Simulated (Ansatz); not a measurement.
Compare A (`CN1CSC1`) with its isomer B (`N/C=C/CS`).

Gas-phase electronic energies from Ansatz, PBE0-D4/def2-TZVP geometries. CBS: MP2 limit from def2 TZ/QZ plus the TZ coupled-cluster correction, frozen cores. DFT in def2-TZVPP. B3LYP here is the variant with VWN-RPA as its local correlation; programs differ in this. One conformer a species, not always the lowest.

Question: Which isomer does CCSD(T)/CBS put lower? Give the gap. (Best estimate.)

Answer: Computed: B, by 65.6 kJ/mol.

Question: Give E(B) − E(A) in kJ/mol with B3LYP-D4, r2SCAN-D4, HF/def2-TZVPP, CCSD(T)/def2-TZVPP, PBE-D4, CCSD/def2-TZVPP, ωB97M-V. (Best estimate.)

Answer: The calculation gave: B3LYP-D4 -77.1, r2SCAN-D4 -73.0, HF/def2-TZVPP -77.4, CCSD(T)/def2-TZVPP -62.4, PBE-D4 -66.6, CCSD/def2-TZVPP -63.1, ωB97M-V -63.1. None reverses the order clearly.

Largest T1 diagnostic: 0.011.

From PBE to PBE0 (25 % exact exchange), in def2-TZVPP and without D4, E(B) − E(A) moves by +7.0 kJ/mol. In def2-TZVPP, CCSD(T) changes the Hartree–Fock value by +15.0 kJ/mol (the triples alone add +0.8 kJ/mol) and MP2 by +17.6 kJ/mol.
